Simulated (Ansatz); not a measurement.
A nudged elastic band was laid between two geometries of ClH₃Si (5 atoms, charge 0, multiplicity 1).

All numbers below come from RKS B3LYP/def2-SVP (Ansatz).

- movable images: 9
- climbing image: yes
- spring: 5.0 eV/Å²
- optimiser: quadratic models (default)
- start path: through a guess of the saddle point
- force threshold: 0.05 eV/Å
- iteration limit: 60
- end points: relaxed

Initial state:

```xyz
5
Properties=species:S:1:pos:R:3
Si 0.238 -0.007 0.169
H 0.232 -0.030 1.655
H 1.638 -0.030 -0.333
H -0.458 1.211 -0.324
Cl -0.759 -1.690 -0.536
```

Final state:

```xyz
5
Properties=species:S:1:pos:R:3
Si 0.040 0.038 -0.996
H 1.084 0.177 1.410
H 1.633 -0.026 0.915
H -0.764 0.964 -0.072
Cl -1.102 -1.699 -0.626
```

Question: Which bonds break or form, and what moves?

Answer: Bonds broken: Si1–H2, Si1–H3. Bonds formed: H2–H3. ClH3Si becomes ClHSi + H2.

Question: Give the energies along the band, and the barrier.

Answer: It converged. The highest image is number 5 of 0 to 10, 2.77 eV above the first end and 0.66 eV above the last; the last end lies 2.11 eV above the first. A vibrational analysis at the climbing image gives one clearly imaginary mode, 1228i cm⁻¹: a first-order saddle point. The orbitals stay closed-shell, which can raise the energy where a bond breaks towards radicals; this wasn't checked here.

```
image  path coordinate (Å)  energy (eV)  Si1–H2 (Å)  Si1–H3 (Å)  H2–H3 (Å)
    0                 0.00         0.00        1.49        1.49       2.44
    1                 0.26         0.17        1.46        1.48       2.20
    2                 0.51         0.70        1.45        1.47       1.95
    3                 0.77         1.55        1.48        1.46       1.70
    4                 1.03         2.42        1.57        1.47       1.46
    5                 1.28         2.77        1.69        1.52       1.21
    6                 1.53         2.50        1.80        1.63       0.95
    7                 1.77         2.20        2.00        1.85       0.81
    8                 2.01         2.13        2.21        2.10       0.78
    9                 2.25         2.11        2.41        2.30       0.77
   10                 2.49         2.11        2.63        2.49       0.77
```

Question: What is the geometry of the highest image?

Answer: 
```xyz
5
Properties=species:S:1:pos:R:3:forces:R:3
Si 0.264 0.007 -0.478 0.00 0.03 0.02
H 0.571 0.108 1.178 0.02 -0.01 0.00
H 1.489 -0.084 0.420 -0.02 0.01 0.00
H -0.555 1.170 -0.030 0.01 -0.02 -0.02
Cl -0.879 -1.747 -0.458 -0.01 -0.01 0.00
```

Question: What are the harmonic wavenumbers there?

Answer: 1228i, 522, 551, 646, 711, 1036, 1554, 2140, 2220 cm⁻¹.

The run took 74 s on 1 thread of Intel(R) Xeon(R) Platinum 8488C (Sapphire Rapids), on a shared host, peak memory 0.12 GiB.
